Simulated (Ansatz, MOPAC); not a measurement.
Process, species as SMILES: C[SiH2]O[SiH2]C [methyl(methylsilyloxy)silane] → C[SiH2]O[SiH2] + [CH3] (CH3) (the C-Si bond breaks)

Wanted: bond dissociation energy (enthalpy at 298 K), in kcal/mol. Conventions: non-relativistic; open shells spin-unrestricted; no spin-orbit coupling; valence correlation only; dispersion terms only where a functional's name holds one. CBS marks a two-point X^-3 extrapolation of the correlation energy; Hartree-Fock from the larger set. Ab initio and DFT rows: single points at B3LYP-D3(BJ) geometries (Ansatz, an electronic-structure program), with unscaled harmonic terms from B3LYP/6-31G* (Ansatz) at its own minima. Semi-empirical rows: MOPAC heats of formation at their own minima for 298 K.

```json
[
 {"species": "C[SiH2]O[SiH2]C", "coefficient": "-1", "E at HF/3-21G (Ansatz), Eh": "-730.47369", "E at wB97X-V/def2-TZVPD (Ansatz), Eh": "-736.49422", "H(298 K) - E, kcal/mol": "77.65", "heat of formation at AM1 (MOPAC), kcal/mol": "-107.42"},
 {"species": "C[SiH2]O[SiH2]", "coefficient": "+1", "E at HF/3-21G (Ansatz), Eh": "-691.01774", "E at wB97X-V/def2-TZVPD (Ansatz), Eh": "-696.50299", "H(298 K) - E, kcal/mol": "52.07", "heat of formation at AM1 (MOPAC), kcal/mol": "-73.76"},
 {"species": "[CH3] (CH3)", "coefficient": "+1", "E at HF/3-21G (Ansatz), Eh": "-39.34250", "E at wB97X-V/def2-TZVPD (Ansatz), Eh": "-39.83594", "H(298 K) - E, kcal/mol": "21.26", "heat of formation at AM1 (MOPAC), kcal/mol": "29.94"}
]
```

Coupled cluster (Ansatz) is a level with limits of its own, used here on species with T1 under 0.025 (0.045 for open shells) and stable references: CCSD(T)/CBS(cc-pV(T+d)Z,cc-pV(Q+d)Z). Value to compare with, CCSD(T)/CBS(cc-pV(T+d)Z,cc-pV(Q+d)Z) (Ansatz): 92.8 kcal/mol. 1 Eh = 627.5095 kcal/mol.

Task: Work the quantity out at each level, and compare with CCSD(T)/CBS(cc-pV(T+d)Z,cc-pV(Q+d)Z) (Ansatz).

Result: 
- HF/3-21G: the sum of coefficient times E is 0.11345 Eh, or 71.19 kcal/mol; the thermal terms add -4.32. Result: 66.9 kcal/mol. Its difference against CCSD(T)/CBS(cc-pV(T+d)Z,cc-pV(Q+d)Z) (Ansatz) is -25.9 kcal/mol.
- wB97X-V/def2-TZVPD: the sum of coefficient times E is 0.15529 Eh, or 97.45 kcal/mol; the thermal terms add -4.32. Result: 93.1 kcal/mol. Its difference against CCSD(T)/CBS(cc-pV(T+d)Z,cc-pV(Q+d)Z) (Ansatz) is 0.3 kcal/mol.
- AM1: the sum of coefficient times heat of formation is 63.60 kcal/mol; it needs no thermal term. Its difference against CCSD(T)/CBS(cc-pV(T+d)Z,cc-pV(Q+d)Z) (Ansatz) is -29.2 kcal/mol.
